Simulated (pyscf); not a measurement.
`[F][WH2]([F])([F])[F]` + `[H][H]` → `[F][WH2]([F])([F])[F]` + `[H][H]` (four-centre exchange; singlet surface; H–W, H–H broken, H–W, H–H formed). Single points on ωB97X-D3(BJ)/def2-SVP structures (PySCF, gas phase). Energies in eV from the separated reactants.

| level | barrier | reaction energy |
|---|---|---|
| ωB97X-D3(BJ)/def2-TZVP | [?] | 0.00 |
| PBE/def2-TZVP | 0.55 | 0.00 |
| B3LYP-D3(BJ)/def2-TZVP | 0.77 | 0.00 |
| PBE0-D3(BJ)/def2-TZVP | 0.53 | 0.00 |
| ωB97M-D3(BJ)/def2-TZVP | 0.72 | 0.00 |
| HF/def2-TZVP | [?] | 0.00 |

Question: Complete the blanks.

Answer: 
- ωB97X-D3(BJ)/def2-TZVP, barrier: 0.73
- HF/def2-TZVP, barrier: 1.35

The functionals in the table span 0.24 eV in this barrier, from PBE0-D3(BJ) to B3LYP-D3(BJ). At the saddle there is also a short H–W contact that neither side keeps. This is the saddle that the search found; another between the same sides may lie lower. Elements past Kr carry the def2 core potentials, without spin-orbit coupling.
